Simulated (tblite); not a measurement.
Q: Give a GFN2-xTB geometry of `Clc1nncs1`.

A: 
```
atom  x, y, z in Å
Cl1    2.674    0.337    0.829
C2     1.059    0.064    0.451
N3     0.447   -1.050    0.646
N4    -0.817   -1.028    0.270
C5    -1.200    0.093   -0.218
S6     0.035    1.312   -0.266
H7    -2.195    0.278   -0.569
```

Orientation and origin are arbitrary. Atoms count from 1 in this order. The C–S distances run from 1.736 Å (C5–S6, aromatic) to 1.766 Å (C2–S6, aromatic), a spread of 0.030 Å. S6 (thiophene-type sulfur) is bent (angle 84.6°). The 6 heavy atoms lie in one plane (0.000 Å rms). The 5-membered ring C2–N3–N4–C5–S6 has internal angles of 84.6° to 114.3° (sum 540°, against 540° for a flat polygon); it is planar, 0.00 Å rms from its mean plane, widest ring torsion 0°.

Bonds between heavy atoms (Å): Cl1–C2 1.681, C2–N3 1.286, N3–N4 1.319, N4–C5 1.281, C5–S6 1.736, C2–S6 1.766.

Computed geometry: GFN2-xTB, gas phase.

Point group: Cs (every atom within 0.08 Å of its image). Its GFN2-xTB frequencies are all real (lowest 217 cm⁻¹).

On Arm Neoverse N1, one thread, shared host with 64 logical CPUs at a one-minute load of 21, this took 0.12 s. That covers the optimisation of the geometry.
